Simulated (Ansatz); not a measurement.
# Ti (Ti, hcp): the cost of one run

Method: DFT r²SCAN, plane waves with PAW, scalar-relativistic, in Ansatz 0.2.0.

## 1. The structure to begin with

It takes space group P6_3/mmc (No. 194, hexagonal). Conventional cell: a = 2.936 Å, b = 2.936 Å, c = 4.642 Å, α = 90.00°, β = 90.00°, γ = 120.00°. Ti (site symmetry -6m2) has 12 Ti at 2.87 to 2.94 Å as nearest neighbours.

Coordinates:

```cif
data_structure
_symmetry_space_group_name_H-M 'P 1'
_symmetry_Int_Tables_number 1
_cell_length_a 2.9359
_cell_length_b 2.9359
_cell_length_c 4.6416
_cell_angle_alpha 90.000
_cell_angle_beta 90.000
_cell_angle_gamma 120.000
_cell_volume 34.65
loop_
_atom_site_label
_atom_site_type_symbol
_atom_site_fract_x
_atom_site_fract_y
_atom_site_fract_z
_atom_site_occupancy
Ti1 Ti 0.33333 0.66667 0.25000 1
Ti2 Ti 0.66667 0.33333 0.75000 1
```

## 2. With a width of 0.01 eV

The run at 0.01 eV.

Contents of input.yaml:

```yaml
crystal:
  lattice:
    - [2.9358559451, 0.0, 0.0]
    - [-1.4679279726, 2.5425258303, 0.0]
    - [0.0, 0.0, 4.6416239676]
  atoms:
    - { symbol: Ti, position: [0.3333333333, 0.6666666667, 0.25] }
    - { symbol: Ti, position: [0.6666666667, 0.3333333333, 0.75] }
hamiltonian:
  xc: r2scan
  pseudopotentials:
    kind: paw
    azcp:
      Ti: "pseudopotentials/Ti.paw.azcp"
basis:
  ecutwfc: 500
  fft_grid_basis: typed
kpoints:
  mp_grid: { grid: [12, 12, 7], shift: [0, 0, 0] }
magnetization:
  spin_polarized: false
scf:
  occupations: { method: cold, width: 0.01 }
  lower_state_search: "off"
output:
  stress: true
```

On the command line:

```bash
> ansatz run input.yaml --threads 1 --pin off --max-ram 3584MiB --backend cpu --events-out ev --progress --plain --runs-dir out
```

What time and memory should one allow on 1 thread of Intel Xeon Platinum 8259CL at 2.50GHz (Skylake/Cascade Lake), shared host?

About 8.7 s, with a peak of 0.61 GiB.
